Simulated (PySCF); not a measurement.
## Computed NMR parameters against published values

Numbering as in the mapped SMILES `[CH2:1]=[CH:2][CH:3]1[CH2:4][CH2:5]1`. Hydrogens are named by the atom that carries them. Ha(C4), Ha(C5) are cis to C2 on the ring; Ha(C1) is cis to C3; Hb(C4), Hb(C5) are trans to C2 on the ring; Hb(C1) is trans to C3.

Measured values that the calculation should reproduce: δ 13C C3 14.7; C4/C5 6.6; δ 1H H(C2) 5.32; Ha(C1) 5.04; Hb(C1) 4.84; H(C3) 1.35 ppm (measured; solution, not stated per compound (mostly CDCl3 or CCl4); Pretsch, Buehlmann, Badertscher, Structure Determination of Organic Compounds, 4th ed. (2009)). Coupling constants: 3J(H(C2),Hb(C1)) (cis) 10.4 Hz, 3J(H(C2),Ha(C1)) (trans) 17.1 Hz, 2J(Ha(C1),Hb(C1)) 1.8 Hz, 3J(H(C3),Hb(C4)) (cis) 8.2 Hz, 3J(H(C3),Ha(C4)) (trans) 4.9 Hz, 2J(Hb(C4),Ha(C4)) -4.5 Hz.

PySCF 2.14 calculation with NMR shieldings at PBE0/pcSseg-1/GIAO, spin–spin couplings from B3LYP/pcJ-1 (without the spin–dipole term) and coordinates at the PBE0-D3(BJ)/def2-SVP level; non-relativistic Hamiltonian, no solvent model, a single conformation, averaged over atoms made equivalent by symmetry, fast rotation or ring inversion.

(1) Set the calculated values beside the experiment.

(2) How far are the unscaled 13C shifts from the references?

(3) How far are the unscaled 1H shifts from the references?

Answers

(1) 
Reference values: measured (solution, not stated per compound (mostly CDCl3 or CCl4); Pretsch, Buehlmann, Badertscher, Structure Determination of Organic Compounds, 4th ed. (2009)).
```tsv
atoms	quantity	reference	computed	computed, scaled
C3	δ 13C	14.7	15.7	14.5
C4/C5	δ 13C	6.6	6.7	5.8
H(C2)	δ 1H	5.32	6.48	6.36
Ha(C1)	δ 1H	5.04	5.13	5.08
Hb(C1)	δ 1H	4.84	5.18	5.13
H(C3)	δ 1H	1.35	1.21	1.35
```

Computed shifts are σ(ref) − σ with the named reference compound (TMS for H and C) calculated as an isolated molecule at the same level. The measured values may be among those fitted. Shieldings were converted by linear fits to measured shifts (mostly CDCl3, TMS scale, for H and C): 13C: δ = 177.62 − 0.967σ (rms 1.9 ppm, 903 shifts, 2.3 ppm with the 23 outliers that the fit left out); 1H: δ = 29.91 − 0.950σ (rms 0.21 ppm, 511 shifts, 0.22 ppm with the 3 outliers that the fit left out). A few per cent of atoms miss by over 2 rms, more outside the fitted compound classes.

Coupling constants in Hz:
| coupling | reference | computed | source |
| --- | --- | --- | --- |
| 3J(H(C2),Hb(C1)) cis | 10.4 | 11.5 | measured; solution (compiled); Pretsch, Buehlmann, Badertscher, Structure Determination of Organic Compounds, 4th ed., Springer 2009 |
| 3J(H(C2),Ha(C1)) trans | 17.1 | 18.2 | measured; solution (compiled); Pretsch, Buehlmann, Badertscher, Structure Determination of Organic Compounds, 4th ed., Springer 2009 |
| 2J(Ha(C1),Hb(C1)) | 1.8 | 1.9 | measured; solution (compiled); Pretsch, Buehlmann, Badertscher, Structure Determination of Organic Compounds, 4th ed., Springer 2009 |
| 3J(H(C3),Hb(C4)) cis | 8.2 | 9.5 | measured; solution (compiled); Pretsch, Buehlmann, Badertscher, Structure Determination of Organic Compounds, 4th ed., Springer 2009 |
| 3J(H(C3),Ha(C4)) trans | 4.9 | 6.2 | measured; solution (compiled); Pretsch, Buehlmann, Badertscher, Structure Determination of Organic Compounds, 4th ed., Springer 2009 |
| 2J(Hb(C4),Ha(C4)) | -4.5 | -4.9 | measured; solution (compiled); Pretsch, Buehlmann, Badertscher, Structure Determination of Organic Compounds, 4th ed., Springer 2009 |

(2) Mean signed difference +0.55 ppm, mean absolute 0.55 ppm over 2 comparisons; the largest is +1.0 ppm at C3 (three-membered-ring carbon).

(3) Mean signed difference +0.36 ppm, mean absolute 0.43 ppm over 4 comparisons; the largest is +1.16 ppm at H(C2) (hydrogen on an alkene CH).

12 of the 25 published NMR values on file for this molecule are compared.

Unscaled 3J(H,H) at this level run about 10 % above measured values. Couplings across =CH–CH2 type bonds come from one rotamer and its mirror image, and can be 1–2 Hz further off. The carbons averaged at δ 6.7 differ by 10 ppm in this conformer. Only one conformer was computed, so three-bond couplings in flexible chains and rings are approximate.
